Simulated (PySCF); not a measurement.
How good is the calculation?

Bonds (- single, = double, # triple, : aromatic): C1-C2 1.497 Å, C2-F3 1.341 Å, C2-F4 1.341 Å, C2-F5 1.342 Å. C1 carries H6, H7, H8.

Measured values that the calculation should reproduce: σ 19F F3/F4/F5 258.3 ppm (measured; gas, 300 K; M. E. Harding, PhD thesis, Mainz 2008 (Harding, Lenhart, Auer, Gauss, JCP 2008, 128, 244111)).
δ 19F F3/F4/F5 -61.1 ppm (measured; G. Saielli, R. Bini, A. Bagno, Computational 19F NMR. 2. Organic compounds, RSC Adv. 2014, ESI (exp. from Berger-Braun-Kalinowski 1994 and Everett 1995)). Coupling constants: 1J(C2,F3) -273.0 Hz, 2J(C1,F3) 31.5 Hz, 3J(F3,H6) 12.9 Hz.

How the numbers were obtained: B97-2/pcSseg-2 with gauge-including orbitals, structure optimised with PBE0-D3(BJ)/def2-TZVP, J: B3LYP/pcJ-2, in PySCF (one averaged value for each set of equivalent atoms, no relativistic terms, in vacuum, a single conformation).

Problem. How close does the calculation come?

Solution. 
Reference values: measured (gas, 300 K; M. E. Harding, PhD thesis, Mainz 2008 (Harding, Lenhart, Auer, Gauss, JCP 2008, 128, 244111)).
| atoms | quantity | reference | computed |
| --- | --- | --- | --- |
| F3/F4/F5 | σ 19F | 258.3 | 250.7 |

Reference values: measured (G. Saielli, R. Bini, A. Bagno, Computational 19F NMR. 2. Organic compounds, RSC Adv. 2014, ESI (exp. from Berger-Braun-Kalinowski 1994 and Everett 1995)).
```tsv
atoms	quantity	reference	computed	computed, scaled
F3/F4/F5	δ 19F vs CFCl3	-61.1	-74.7	-65.5
```

Absolute shieldings are compared as such; zero-point and thermal motion, absent here, lowers them by some tenths of a ppm for H, a few ppm for C and up to about 10 ppm for F.

Computed shifts are σ(ref) − σ with the named reference compound (TMS for H and C) calculated as an isolated molecule at the same level. The measured values may be among those fitted. Shieldings were converted by a linear fit to measured shifts: 19F (scatter 4.8 ppm rms, 5.6 ppm with the 3 outliers that the fit left out vs CFCl3, solution or neat liquid, with a term for F on sp3 carbon). Occasional misses reach two or three times the rms, and more in compound classes unlike the fitted ones.

Coupling constants in Hz:
| coupling | reference | computed | source |
| --- | --- | --- | --- |
| 1J(C2,F3) | -273.0 | -345.9 | measured; solution; Gryff-Keller and Szczecinski, RSC Adv. 2016, 6, 82783 |
| 2J(C1,F3) | 31.5 | 34.2 | measured; solution; Gryff-Keller and Szczecinski, RSC Adv. 2016, 6, 82783 |
| 3J(F3,H6) | 12.9 | 12.3 | measured; solution; Gryff-Keller and Szczecinski, RSC Adv. 2016, 6, 82783 |

5 of the 10 published NMR values on file for this molecule are compared. The rest: values from further sources, other calculations.
